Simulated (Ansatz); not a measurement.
**Scan of SiH3, doublet**

Starting geometry (PBE0/def2-TZVP stationary point for this spin, not checked as a minimum):

```xyz
4

Si    0.0001   -0.0001   -0.0437
H     1.4153    0.0146    0.4091
H    -0.7211    1.2200    0.4030
H    -0.6968   -1.2329    0.4066
```

From there H4 moves along the line of the two atoms named below, all else staying in place; atoms are numbered as listed. Energies are in kcal/mol, counted from the starting geometry at the same level.

Basis 6-31G; Ansatz 0.2.0. Only valence electrons are correlated (noble-gas cores frozen). R marks a restricted (for open shells ROHF) determinant, U an unrestricted one. Active spaces: valence = (7e, 7o) chosen from the atoms' valence shells.

Unrestricted rows (U) aren't spin-pure: their determinants' ⟨S²⟩ exceeds S(S+1) by up to 0.56, so they mix in states of higher spin. HF rows are the lowest solutions found. Coupled cluster chose its determinant by trial CCSD, here up to 0.83 eV above the lowest Hartree–Fock solution of its kind, and MP2 stands on that determinant too. Runs in a small pair space aren't shown, since their orbitals change along the scan. A value is left out where its run failed or describes another state than the reference as far as symmetry and spin tell, or, spin-broken singlets apart, can't be checked.

Full CI is exact within this basis and frozen core; it isn't the basis-set limit. The frozen core follows each run's orbitals, which can shift R against U totals by a few meV.

| distance Si1-H4 (Å) | full CI | unpaired electrons (full CI) | error RHF | error UHF | error RMP2 | error UCCSDTQ | error MRCISD (valence space) | error MRCISD+Q (valence space) |
| --- | --- | --- | --- | --- | --- | --- | --- | --- |
| 1.170 | 38.8 | 1.02 | -2.3 | -2.3 | -1.0 | 0.0 | 0.0 | 0.0 |
| 1.352 | 6.4 | 1.02 | -1.2 | -1.2 | -0.5 | 0.0 | 0.0 | 0.0 |
| 1.486 | 0.0 | 1.02 | 0.0 | 0.0 | 0.0 | 0.0 | 0.0 | 0.0 |
| 1.629 | 1.7 | 1.03 | 1.5 | 1.5 | 0.7 | 0.0 | 0.0 | 0.0 |
| 1.778 | 8.3 | 1.04 | 3.4 | 3.5 | 1.7 | 0.0 | 0.0 | 0.0 |
| 2.020 | 22.8 | 1.07 | 7.2 | 7.3 | 3.9 | 0.0 | 0.0 | 0.0 |
| 2.395 | 44.4 | 1.21 | 15.3 | 7.7 | 8.9 | 0.0 | 0.0 | 0.0 |
| 2.803 | 60.6 | 1.56 | – | -0.2 | – | 0.0* | 0.0 | 0.0 |
| 3.294 | 69.6 | 1.66 | -1.7 | -6.7 | 1.9 | 0.0 | 0.1 | 0.1 |
| 4.029 | 71.4 | 1.06 | -4.1 | – | -0.3 | 0.0 | 0.1 | 0.1 |
| 5.142 | 71.4 | 1.05 | -4.1 | -7.7 | -0.4 | 0.0 | 0.0 | 0.1 |

An asterisk marks runs whose energy the program itself flagged as in doubt.

Unpaired electrons are Σ n²(2−n)² over natural occupations. Errors are those of relative energies. In total energy the starting point itself misses full CI by: RHF 44.1, UHF 43.6, RMP2 13.2, UCCSDTQ 0.0, MRCISD (valence space) 0.4, MRCISD+Q (valence space) 0.2 kcal/mol.

Spread of the error over the points with a reference, to 5.142 Å (largest less smallest): UCCSDTQ 0.0, MRCISD+Q (valence space) 0.1, MRCISD (valence space) 0.1, RMP2 9.9 (10 of 11 points), UHF 15.4 (10 of 11 points), RHF 19.4 (10 of 11 points) kcal/mol.

Going outwards, the relative energy of RHF first misses by more than 1.0 kcal/mol at 1.629 Å.

Going outwards, the relative energy of UHF first misses by more than 1.0 kcal/mol at 1.629 Å.

MRCISD+Q (valence space) stays parallel to the reference within 0.1 kcal/mol over the points shown.
